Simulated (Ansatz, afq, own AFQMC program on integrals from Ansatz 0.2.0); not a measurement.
**GeH₂, singlet → GeH$_{2}$, triplet**

```
atom    x (Å)    y (Å)    z (Å)
  Ge  -0.5707   0.4056  -0.2640
   H   0.7845   0.7455   0.5100
   H  -0.2138  -1.1511  -0.2460
```

E(triplet, charge +0) − E(singlet, charge +0) at this geometry, on RHF and UHF determinants.

Basis def2-TZVP. Noble-gas cores (and the filled d shells of Ga–Kr and In–Xe) are frozen. AFQMC by an in-house program on the Cholesky factors that Ansatz 0.2.0 writes for its CCSD(T) run. The CISD trial takes its coefficients from CCSD amplitudes. Released means that phaseless walkers are propagated on without the constraint, phases kept. ± is one standard error of the sampling. No spin–orbit coupling. The errors of all members are added in quadrature.

No full CI on the walks' own integrals is used here; CCSDT(Q) serves as the reference and is uncertain by about the last step of the cluster series. Each member takes its own surest rung, up to full CI.

Errors are counted within def2-TZVP, not against nature.

Cautions: inner d shell frozen; no relativity below Rb; no spin-orbit coupling; GeH₂ (singlet): restricted determinant unstable towards unrestricted (UHF 35 meV lower, ⟨S²⟩ 0.25), the released energies have errors that jump between times, so the bars are unsure, so no released level is given (meV from the phaseless value at times in 1/Eh: 5 ± 7 at 0.24, 3 ± 5 at 0.51, -3.8 ± 1.2 at 0.99, -1 ± 4 at 1.62, -1 ± 5 at 2.40), though the last usable value meets CCSDTQ within the noise; GeH₂ (triplet): another spin lies lower.

Reference (CCSDT(Q)): 133.6 kJ/mol.

```csv
level,vertical spin gap (kJ/mol),error against CCSDT(Q) (kJ/mol)
HF,84.4,-49.1
MP2,124.3,-9.3
CCSD,133.5,-0.1
CCSD(T),133.7,0.1
CCSDT,133.4,-0.2
ph-AFQMC/CISD,133.6 ± 0.2,0.1 ± 0.2
```

Correlation beyond CCSD(T) changes it by less than 2 meV. The perturbative (T) step is worth +0.2 kJ/mol.

A walk keeps the symmetry of its determinant, which the program's search chose and which needn't be the lowest solution, so a lower state of the same spin and another symmetry isn't excluded.
